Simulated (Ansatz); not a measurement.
A displaced shape of singlet PN:

```csv
atom,x (Å),y (Å),z (Å)
P,-0.0183,-0.0445,-0.4874
N,-0.0451,0.0187,1.0041
```

It was optimised with PBE0/def2-SVP in Ansatz (development build ahead of 0.2.0) to forces under 0.001 eV/Å, with restricted orbitals. Each step stands on the lowest determinant of that kind that the program's search found.

Problem. What shape does it relax to, and how does the optimisation go?

Solution.

```yaml
atoms:
  - { symbol: P, position_ang: [-0.0183, -0.0444, -0.4852] }
  - { symbol: N, position_ang: [-0.0450, 0.0186, 1.0019] }
```

Bond lengths: P1–N2 1.489 Å.

```
step  E − E(start) (eV)  largest force (eV/Å)
   1             0.0000                0.3157
   2            -0.0006                0.1275
   3            -0.0007                0.0011
   4            -0.0007                0.0000
```

The optimisation ended after 4 steps with its threshold met.
